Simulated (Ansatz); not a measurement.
## Worked example: the barrier

An elementary step of C2H10Si, singlet (C₂H₈Si (C[SiH2]C) + H₂ → CH₆Si ([CH3][SiH3]) + CH₄; bonds formed: Si1–H7, C2–H6; bonds broken: Si1–C2, H6–H7). “Start” is the structure reached by relaxing down from the saddle towards the reactants; PBE0-D4/def2-TZVP structures. The saddle:

Si1  (-0.548, 0.281, 0.320)
C2  (0.634, -1.538, 0.556)
H3  (-1.600, -0.706, -0.161)
H4  (-1.127, 0.762, 1.602)
C5  (-0.381, 1.397, -1.169)
H6  (0.944, -0.235, 0.777)
H7  (0.965, 0.896, 0.881)
H8  (-0.066, -2.061, 1.207)
H9  (0.547, -1.890, -0.472)
H10  (1.657, -1.730, 0.909)
H11  (0.353, 0.971, -1.859)
H12  (-0.041, 2.397, -0.895)
H13  (-1.337, 1.456, -1.697)
(Å)

Program: Ansatz 0.2.0. Basis: def2-TZVPP and def2-QZVPP. Cores are frozen in the correlated methods.

Energies in eV:

| quantity | saddle | start |
| --- | --- | --- |
| Hartree–Fock, triple zeta (X = 3) | -10078.49104 | -10082.27295 |
| Hartree–Fock, quadruple zeta (X = 4) | -10078.87028 | -10082.64666 |
| MP2 correlation, X = 3 | -14.93497 | -14.33113 |
| MP2 correlation, X = 4 | -15.85179 | -15.23860 |
| CCSD(T) correlation, X = 3 | -16.98049 | -16.37882 |

Q: Work out the barrier at the basis limit: extrapolate Hartree–Fock as E(X) = E∞ + A exp(−7.88 √X) and the MP2 correlation as E(X) = E∞ + B X^−2.97 (the exponents that Neese and Valeev fitted for def2-TZVPP and QZVPP), then add CCSD(T) − MP2 in triple zeta.

A: Each step is linear, so take the differences first (saddle − start): Hartree–Fock 3.78191 (X = 3) and 3.77638 (X = 4); MP2 correlation -0.60384 and -0.61319; CCSD(T) correlation -0.60167.
Two points give E∞ = E(4) + w [E(4) − E(3)], with w = 1/(exp(7.88 (2 − √3)) − 1) = 0.1377 for Hartree–Fock and w = 1/((4/3)^2.97 − 1) = 0.7407 for the correlation.
Hartree–Fock: 3.77638 + 0.1377 × (-0.00553) = 3.7756 eV.
MP2 correlation: -0.61319 + 0.7407 × (-0.00935) = -0.6201 eV.
CCSD(T) − MP2: -0.60167 − (-0.60384) = 0.0022 eV.
Sum: 3.7756 + (-0.6201) + 0.0022 = 3.1577 eV, or 72.82 kcal/mol. Plain CCSD(T) in triple zeta gives 3.1802 eV, so the larger basis shifts the result by -0.0225 eV.

T1 diagnostic: at most 0.011.

Labels in which every atom is bracketed show which atoms are joined, not bond orders.

For scale, one of the runs: CCSD(T)/def2-TZVPP, 244 basis functions, launched by `ansatz run in.yaml --threads 4 --pin off --events-out ev --progress --plain --max-ram 9574MiB`. Hardware: 4 CPU threads of an Arm Neoverse V2, shared host. Wall time 61 s; peak host memory 4.7 GiB.
